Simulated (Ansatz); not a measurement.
# Two structures, one formula

Two relaxed structures of CHMgO, doublet (PBE0-D4/def2-TZVP; forces vanish, vibrations not checked).

A:

C1  (0.193, 0.356, -0.124)
O2  (-0.911, -0.203, 0.041)
Mg3  (0.580, -1.552, 0.593)
H4  (0.137, 1.400, -0.511)
(Å)

B:

```json
{"atom": "C1", "x (Å)": "-0.4409", "y (Å)": "-0.3100", "z (Å)": "0.0477"}
{"atom": "O2", "x (Å)": "-0.9741", "y (Å)": "0.6584", "z (Å)": "-0.2382"}
{"atom": "Mg3", "x (Å)": "1.2125", "y (Å)": "-1.4588", "z (Å)": "1.0154"}
{"atom": "H4", "x (Å)": "1.4244", "y (Å)": "-3.1545", "z (Å)": "1.0716"}
```

Ansatz 0.2.0; basis: def2-TZVPP; cores frozen in the correlated methods; orbitals are unrestricted. The outer core shell of Li, Na, Mg and K is correlated. The def2 sets are not built for correlating such inner shells, so the correlated values are less sure here. B3LYP uses VWN-RPA correlation.

(1) Which structure is lower at CCSD(T), and by how much? (To be estimated.)

(2) Do the other methods give the same order? (A judgement: the text doesn't fix the answer.)

T1 diagnostic: at most 0.019. ⟨S²⟩ of the unrestricted Hartree–Fock references: 0.75 to 0.76 (a pure state has 0.75).

Answers

(1) Computed: A, by 7.7 kJ/mol (electronic energy, against the other). By their contacts, A is CHMgO ([CH]1[O][Mg]1) and B is CHMgO ([O][C][MgH]).

(2) By the calculation: Not all: PBE-D4, r2SCAN-D4, B3LYP-D4 give the other order.

```
   method  E(B) − E(A) (kJ/mol)
   PBE-D4                  -5.1
r2SCAN-D4                  -3.0
  PBE0-D4                   6.5
 B3LYP-D4                  -7.7
  wB97M-V                   0.7
       HF                   5.5
      MP2                  14.9
     CCSD                   8.7
  CCSD(T)                   7.7
```

Labels in which every atom is bracketed show which atoms are joined, not bond orders.

For scale, one of the runs: CCSD(T)/def2-TZVPP, 108 basis functions, launched by `ansatz run in.yaml --threads 2 --pin off --events-out ev --progress --plain --max-ram 4352MiB`. The run took 21 s on 2 CPU threads of an Arm Neoverse V2 (shared host), with 0.98 GiB of host memory at its peak.
